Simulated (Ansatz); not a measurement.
**AlCCl, triplet: reading a ladder of total energies**

Geometry: a PBE0/def2-TZVP stationary point for this spin, not checked as a minimum.

```xyz
3

Al    0.0000    0.0000    1.8452
C     0.0000    0.0000   -0.0999
Cl    0.0000    0.0000   -1.7453
```

Basis cc-pVDZ; Ansatz 0.2.0. Correlated methods freeze the noble-gas cores, which leaves 14 electrons in 39 orbitals. R marks a restricted (for open shells ROHF) determinant, U an unrestricted one.

Full CI isn't at hand for all of this; UCCSDT(Q) serves as the reference, and is uncertain by about the last step of the cluster series.

Runs differ by some tens of microhartree through their thresholds and, for an open shell, their frozen cores, so steps under 0.03 kcal/mol mean nothing.

```
    level  total energy (hartree)
      UHF             -739.198428
     UMP2             -739.461874
    UCCSD             -739.500184
 UCCSD(T)             -739.509618
   UCCSDT             -739.511062
UCCSDT(Q)             -739.511862
```

Problem. What is the correlation energy at UCCSDT(Q), and what share of it do UMP2 and UCCSD(T) recover?

Solution. E(corr) = -739.511862 − (-739.198428) = -0.313434 hartree = -8.529 eV. UMP2: -0.263446 / -0.313434 = 84.05 %. UCCSD(T): -0.311190 / -0.313434 = 99.28 %.

Problem. By how many kcal/mol does UCCSD(T) miss UCCSDT(Q) (1 hartree = 627.509 kcal/mol), and which steps make up the rest?

Solution. -739.509618 − (-739.511862) = 0.002244 hartree = 1.41 kcal/mol. Steps: UCCSDT − UCCSD(T) = -0.91, UCCSDT(Q) − UCCSDT = -0.50 kcal/mol. Differences between like states or geometries often cancel part of this.
